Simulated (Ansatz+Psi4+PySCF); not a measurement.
doublet CH₃: levels of theory in one basis

```xyz
4

C     0.0000    0.0000    0.0000
H     0.0000    1.0784    0.0000
H     0.9339   -0.5392    0.0000
H    -0.9339   -0.5392    0.0000
```

Basis set: cc-pVTZ (spherical functions). Frozen core: 1 orbital. Correlation on ROHF uses semicanonical orbitals with singles. Charge 0, multiplicity 2.

Computed with Ansatz (development build ahead of 0.2.0) and Psi4 1.11; each method stands on the lowest determinant of its kind that the runs found.

| method | E − E(ROHF) (eV) | <S²> of the determinant |
| --- | --- | --- |
| ROHF | 0.00 | 0.75 |
| UHF | -0.12 | 0.76 |
| ROHF-MP2 | -4.44 | – |
| UHF-MP2 | -4.43 | 0.76 |
| ROHF-CCSD | -4.99 | – |
| UHF-CCSD | -4.99 | 0.76 |

Q: What does ROHF-CCSD(T) give on the same scale?

A: -5.12 eV.
